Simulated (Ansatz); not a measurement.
# One arrangement of a pair

The pair of CH₄ (SMILES C, atoms 1–5) and HCN (SMILES C#N, atoms 6–8), both closed shells, in one local arrangement (a lower one may exist), relaxed at PBE0-D4/def2-TZVP:

```
atom    x (Å)    y (Å)    z (Å)
  C1  -0.0119   0.0465  -1.8752
  H2  -0.9159  -0.4304  -2.2544
  H3   0.0179   1.0826  -2.2127
  H4   0.8618  -0.4822  -2.2564
  H5  -0.0115   0.0163  -0.7862
  C6   0.0203  -0.0781   3.1538
  N7   0.0021  -0.0551   2.0088
  H8   0.0372  -0.0995   4.2222
```

Computed with Ansatz 0.2.0 (basis: def2-TZVPPD, with def2-QZVPPD for the basis limit); correlated methods freeze the cores. B3LYP uses VWN-RPA correlation. Extrapolation: Hartree–Fock as exp(−7.88 √X), correlation as X^−2.97. Interaction energies count from these two fragments, frozen as in the pair, with the counterpoise correction; negative means bound.

**Question.** What is the interaction energy by CCSD(T) at an estimated basis limit (MP2 extrapolated from triple and quadruple zeta, plus CCSD(T) − MP2 in triple zeta)? (An estimate is asked for; the value comes from the calculation.)

**Answer.** By the calculation: -2.3 kJ/mol. Hartree–Fock alone gives 0.3 kJ/mol at the basis limit, so without correlation the pair would not bind at this distance. It counts from the two fragments frozen as in the pair.

The same quantity by other methods in triple zeta, and each one's difference from that estimate:
| method | E_int (kJ/mol) | difference |
| --- | --- | --- |
| PBE-D4 | -2.8 | -0.4 |
| revPBE-D4 | -1.3 | 1.0 |
| BLYP-D4 | -1.2 | 1.2 |
| r2SCAN-D4 | -1.2 | 1.2 |
| B97M-V | -2.2 | 0.1 |
| PBE0-D4 | -2.5 | -0.2 |
| B3LYP-D4 | -1.7 | 0.6 |
| HSE06-D4 | -2.6 | -0.2 |
| wB97X-V | -2.2 | 0.1 |
| wB97M-V | -2.0 | 0.4 |
| B2PLYP | -1.2 | 1.2 |
| HF | 0.3 | 2.6 |
| MP2 | -2.2 | 0.1 |
| CCSD | -1.7 | 0.6 |
| CCSD(T) | -2.1 | 0.2 |
Differences are method less estimate.

**Question.** Which atoms make the shortest contact between the fragments?

**Answer.** H5 and N7, 2.80 Å apart.

Basis-set superposition shift (counterpoise-corrected less uncorrected): CCSD(T) 0.9; MP2 0.9; HF 0.1; PBE0-D4 0.1; wB97M-V 0.2 kJ/mol.

The T1 diagnostic stays at or below 0.015. The restricted Hartree–Fock reference is unstable towards an unrestricted one at one or more of these structures.

For scale, one of the runs: CCSD(T)/def2-TZVPPD, 196 basis functions, launched by `ansatz run in.yaml --threads 2 --pin off --events-out ev --progress --plain --max-ram 5222MiB`. The run took 41 s on 2 CPU threads of an Arm Neoverse V1 (shared host), with 2.3 GiB of host memory at its peak.
